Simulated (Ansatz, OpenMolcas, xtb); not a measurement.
**AlO (oxoaluminum): the vertical ionisation energy, rung by rung**

The species is AlO (2 atoms), meant as a doublet with charge 0. As SMILES, `[O]=[Al]`. The shape comes from GFN2-xTB, which is rough for such elements, and wasn't checked as a minimum.

```tsv
atom	x (Å)	y (Å)	z (Å)
O	0.0000	0.0000	0.0000
Al	0.0000	0.0000	1.5700
```

Quantity: the vertical ionisation energy (to the singlet cation), in eV. The values are calculated.

```json
{"level": "GFN1-xTB", "kind": "semi-empirical", "program": "xtb", "value (eV)": "16.09", "CPU time (all runs)": "under 2 s"}
{"level": "UHF/STO-3G", "kind": "Hartree–Fock", "program": "OpenMolcas", "value (eV)": "6.24", "CPU time (all runs)": "2.9 s"}
{"level": "UHF/6-31G", "kind": "Hartree–Fock", "program": "Ansatz", "value (eV)": "10.63", "CPU time (all runs)": "0.3 s"}
{"level": "UHF/aug-cc-pVTZ (RICD fitting)", "kind": "Hartree–Fock", "program": "OpenMolcas", "value (eV)": "10.38", "CPU time (all runs)": "17 s"}
{"level": "USVWN5/STO-3G", "kind": "LDA", "program": "OpenMolcas", "value (eV)": "6.23", "CPU time (all runs)": "6.6 s"}
{"level": "USVWN5/6-31G", "kind": "LDA", "program": "Ansatz", "value (eV)": "10.28", "CPU time (all runs)": "0.67 s"}
{"level": "UPBE/STO-3G", "kind": "GGA", "program": "OpenMolcas", "value (eV)": "6.17", "CPU time (all runs)": "6.9 s"}
{"level": "U-revPBE/6-31G", "kind": "GGA", "program": "Ansatz", "value (eV)": "10.16", "CPU time (all runs)": "1.1 s"}
{"level": "UBLYP/6-31G", "kind": "GGA", "program": "Ansatz", "value (eV)": "10.06", "CPU time (all runs)": "1.1 s"}
{"level": "UPBE/6-31G", "kind": "GGA", "program": "Ansatz", "value (eV)": "10.20", "CPU time (all runs)": "1.1 s"}
```

The values span 6.17 to 16.09 eV. The xTB values lack the empirical shift that such differences need. Spin contamination of the reference (⟨S²⟩ at least 0.1 too high) touches UHF/6-31G. CPU times are rough (shared hosts, several kinds of processor and program).
